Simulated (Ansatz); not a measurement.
**Al2H2+ (doublet): wave-function methods side by side, cc-pVTZ**

How much of the correlation energy of Al2H2+ (doublet) does each wave-function method recover here?

Computed with Ansatz 0.2.0, Gaussian basis. Level: cc-pVTZ, core rule «outside noble gas», up to 10 orbitals frozen.

To be run: UHF; CCSD(T) on ROHF; CCSD(T) on UHF; BCCD(T) on ROHF; CCSDT(Q) on ROHF; CCSDT(Q) on UHF.

16 further runs of the same task are left out: 10 for a known fault of the program, 6 set aside as unsound or not needed.

## 1. What is computed

The geometry is a PBE0/def2-TZVP stationary point (not a proven minimum) of the parent state, kept for this charge and spin.

4 atoms, charge 1, spin multiplicity 2.

Atoms are counted from 1 here; the program's logs count them from 0.

Bond lengths: Al1–Al2 2.545 Å, Al1–H3 1.589 Å, Al1–H4 1.589 Å. Angles: Al2–Al1–H3 116.8°, Al2–Al1–H4 116.8°, H3–Al1–H4 126.5°.

As a file:

```xyz
4
charge 1, multiplicity 2
Al    0.0000    0.0000   -1.2010
Al    0.0000    0.0000    1.3441
H     0.0000    1.4184   -1.9165
H     0.0000   -1.4184   -1.9165
```

## 2. UHF

Input file in.yaml:

```yaml
crystal:
  periodic: [false, false, false]
  atoms:
    - {symbol: Al, position_ang: [0.000000, 0.000000, -1.200958]}
    - {symbol: Al, position_ang: [0.000000, 0.000000, 1.344142]}
    - {symbol: H, position_ang: [0.000000, 1.418400, -1.916458]}
    - {symbol: H, position_ang: [0.000000, -1.418400, -1.916458]}
basis:
  gaussian: {orbitals: cc-pVTZ}
total_charge: 1
magnetization: {spin_polarized: true, initial_magnetization: 1}
hamiltonian: {xc: hf}
output: {orbitals: {seedname: orbitals}}
```

Command:

```bash
$ ansatz run in.yaml --threads 1 --pin off --events-out ev --progress --plain --max-ram 4096MiB --backend cpu
```

After this run come: CCSD(T) on ROHF; CCSD(T) on UHF; BCCD(T) on ROHF; CCSDT(Q) on ROHF; CCSDT(Q) on UHF.

Q: Predict the results of all the runs planned. Wanted: UCCSDT(Q) below the RHF energy; RMP2 from UCCSDT(Q); UMP2 from UCCSDT(Q); RCCSD from UCCSDT(Q); RCCSD(T) from UCCSDT(Q); UCCSD(T) from UCCSDT(Q); RCCSDT(Q) from UCCSDT(Q); T1 diagnostic.

As calculated:

| quantity | value |
| --- | --- |
| UCCSDT(Q) below the RHF energy | -3.8669 eV |
| RMP2 from UCCSDT(Q) | +955.4 meV |
| UMP2 from UCCSDT(Q) | +950.4 meV |
| RCCSD from UCCSDT(Q) | +121.1 meV |
| RCCSD(T) from UCCSDT(Q) | +29.0 meV |
| UCCSD(T) from UCCSDT(Q) | +28.3 meV |
| RCCSDT(Q) from UCCSDT(Q) | +1.1 meV |
| levels within 1 kcal/mol (43 meV) | RCCSD(T), UCCSD(T), BCCD(T), RCCSDT, UCCSDT, RCCSDT(Q) |
| T1 diagnostic | 0.033 |

**Reading.** RCCSD(T) lands +29.0 meV from the yardstick (0.7 % of the correlation energy). These misses are within one basis, not against nature; the frozen cores of restricted and unrestricted runs differ, which can shift their rows.
